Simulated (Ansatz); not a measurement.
Compare A (`CCS(C)=O`) with its isomer B (`COC(C)S`).

Calculated with Ansatz (gas phase, PBE0-D4/def2-TZVP geometries, no zero-point term in ΔE). CBS: MP2 limit from def2 TZ/QZ plus the TZ coupled-cluster correction, frozen cores. Functionals use def2-TZVPP. B3LYP here is the variant with VWN-RPA as its local correlation; programs differ in this. Each species was taken in one conformer, which may not be the lowest.

Question: Which is lower in electronic energy at CCSD(T)/CBS, and by how much? (An estimate is asked.)

Answer: Computed: B, by 6.7 kcal/mol.

Question: Give E(B) − E(A) in kcal/mol with MP2/def2-TZVPP, B3LYP-D4, CCSD/def2-TZVPP, ωB97M-V, B2PLYP, CCSD(T)/def2-TZVPP, B3LYP. (An estimate is asked.)

Answer: Ansatz gave: MP2/def2-TZVPP -7.2, B3LYP-D4 -7.1, CCSD/def2-TZVPP -11.2, ωB97M-V -8.3, B2PLYP -7.1, CCSD(T)/def2-TZVPP -10.1, B3LYP -7.5. None reverses the order clearly.

Largest T1 diagnostic: 0.014.

From PBE to PBE0 (25 % exact exchange), in def2-TZVPP and without D4, E(B) − E(A) moves by −2.2 kcal/mol. In def2-TZVPP, CCSD(T) changes the Hartree–Fock value by +3.6 kcal/mol (the triples alone add +1.1 kcal/mol) and MP2 by +6.5 kcal/mol.
